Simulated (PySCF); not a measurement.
## Cost of response and excited-state runs on SMILES O=c1c(N)c1, C3H3NO

Mapped SMILES: `[NH2:1][c:2]1[cH:3][c:4]1=[O:5]`. Hydrogens are named by the atom that carries them.

PySCF with density fitting, on 1 thread of an Arm Neoverse V1, shared host. Command: `OMP_NUM_THREADS=1 python excited_run.py task.json out`

How long does each of these runs take, and how much memory?
- first hyperpolarisability, CAM-B3LYP/def2-SVPD; wavelengths [1064] nm
- excited states, wB97X-D/def2-SVPD; Tamm-Dancoff; spin-orbit couplings; 8 states; 6 triplets; quadratic response for 4 states
- excited states, CAM-B3LYP/def2-SVPD; two-photon moments; 6 states; quadratic response for 5 states; 0 triplets


| run | level | basis functions | wall time | peak memory (GiB) |
| --- | --- | --- | --- | --- |
| first hyperpolarisability | CAM-B3LYP/def2-SVPD | 127 | 8.7 s | 0.53 |
| excited states | wB97X-D/def2-SVPD | 127 | 10 s | 0.51 |
| excited states | CAM-B3LYP/def2-SVPD | 127 | 11 s | 0.53 |

Times from a shared host are rough.
